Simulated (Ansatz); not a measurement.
Basis sets over 5 cases of the lowest harmonic wavenumber at B3LYP with Ansatz (elements up to F), each against its own reference: (a) the value in aug-pcseg-2; (b) the value in cc-pVQZ; (c) the value in def2-QZVPP; (d) the value in def2-QZVPPD. By their distance from other large sets or by the extrapolation step the references are unsure by up to roughly 2 cm⁻¹ and lie short of the limit. Each level at its own minimum, unscaled; unrestricted open shells; no added dispersion term; no relativity. Cartesian d functions in some cases of 6-31G**, 6-31+G*. Core-valence sets carry the plain set on hydrogen. 

Cases are drawn at random; left out are references unsure by over 6.7 cm⁻¹, runs with very soft modes, doubtful singlets, and cases whose largest runs show a restricted determinant unstable towards unrestricted orbitals, <S^2> over 0.1 too high or, where CCSD(T) ran, T1 over 0.025 (0.045 for open shells). Sets are drawn from those converged to one state in every case.

Cases (SMILES) and reference values:
- C#C (C2H2): 666 cm⁻¹ (a)
- N=[B] (B-NH), doublet: 456 cm⁻¹ (d)
- [CH](F)F, doublet: 547 cm⁻¹ (a)
- C(=[N])=O, doublet: 510 cm⁻¹ (c)
- C(#N)[O], doublet: 511 cm⁻¹ (b)

```csv
basis,"functions over def2-SVP (largest species, mean of cases)",mean signed deviation (cm⁻¹),mean absolute,largest,within 20 cm⁻¹
STO-3G,0.3,-25,93,125,0 of 5
3-21G,0.6,19,41,100,2 of 5
pcseg-0,0.6,-17,72,112,0 of 5
6-31G,0.6,-22,68,115,1 of 5
def2-SV(P),0.9,14,29,97,4 of 5
cc-pVDZ,1.0,-22,22,37,3 of 5
def2-SVP,1.0,15,30,82,3 of 5
6-31G**,1.1,-37,37,103,2 of 5
6-31+G*,1.3,-20,38,81,1 of 5
6-311G**,1.3,-8,8,24,4 of 5
6-311+G**,1.5,-4,7,9,5 of 5
aug-cc-pVDZ,1.7,-31,31,107,4 of 5
"6-311++G(2d,2p)",1.9,-10,10,31,4 of 5
def2-TZVP,2.1,-10,12,46,4 of 5
pcseg-2,2.2,2,2,10,5 of 5
def2-TZVPD,2.6,0,3,7,5 of 5
def2-TZVPPD,2.8,1,2,3,5 of 5
jun-cc-pV(T+d)Z,2.8,-2,2,6,5 of 5
cc-pCVTZ,3.0,-2,5,14,5 of 5
aug-cc-pVTZ,3.4,-1,1,5,5 of 5
```

Among the sets for which every case ran a larger relative (same family, alike in diffuse functions, listed or not), the smallest listed that holds all cases within 20 cm⁻¹ together with them is jun-cc-pV(T+d)Z, at 2.8 times the functions of def2-SVP. Inside by cancellation, since a larger relative falls out: 6-311+G**. Inside, though some case ran no larger relative to test it: pcseg-2, def2-TZVPD, def2-TZVPPD, cc-pCVTZ, aug-cc-pVTZ. Largest deviations of relatives not listed, over the cases that ran them: 6-311++G(3df,3pd) 13, pcseg-3 2, def2-QZVPPD 0 cm⁻¹. A case lies within its reference's uncertainty of the window's edge in def2-SV(P), def2-SVP. These figures hold for the cases listed.

Ansatz is a program for electronic structure.
